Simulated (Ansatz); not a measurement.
## BH2OF (SMILES OBF): the energy, rung by rung

BH2OF: 5 atoms, total charge 0, spin state singlet. As SMILES, `OBF`. The coordinates come from a PBE0-D4/def2-TZVP relaxation. This is one conformer, not always the lowest.

```xyz
5

O    -0.9654    0.1574    0.1569
B     0.3650   -0.0302    0.2011
F     1.0392   -0.3237   -0.9095
H    -1.3372    0.0574   -0.7258
H     0.9483    0.0654    1.2360
```

Quantity: the energy change with the O1–B2 bond stretched from 1.344 to 2.016 Å, in eV. The values are calculated.

```
                       level                    kind  program  value (eV)  less FCI/STO-3G
      HF/STO-3G (restricted)            Hartree–Fock   Ansatz        4.94            +1.07
   SVWN5/STO-3G (restricted)                     LDA   Ansatz        4.04            +0.17
  revPBE/STO-3G (restricted)                     GGA   Ansatz        3.52            -0.35
 r2SCAN0/STO-3G (restricted)         hybrid meta-GGA   Ansatz        4.35            +0.48
 wB97M-V/STO-3G (restricted)  range-separated hybrid   Ansatz        4.21            +0.34
 RPA@PBE/STO-3G (restricted)                     RPA   Ansatz        3.69            -0.18
     MP2/STO-3G (restricted)     perturbation theory   Ansatz        4.39            +0.52
CCSDT(Q)/STO-3G (restricted)   coupled cluster or CI   Ansatz        3.87             0.00
                  FCI/STO-3G      exact in the basis   Ansatz        3.87             0.00
```

FCI/STO-3G is exact within its basis and frozen core, so for wave-function methods in that basis the difference is their error; functionals converge differently with the basis, so for them it is only a difference. Spin-restricted single references rise too steeply as a bond breaks, Hartree–Fock most of all. The first shape isn't each level's own minimum. The values span 3.52 to 4.94 eV. All rows use very small basis sets, so even the best lies far from the true value.
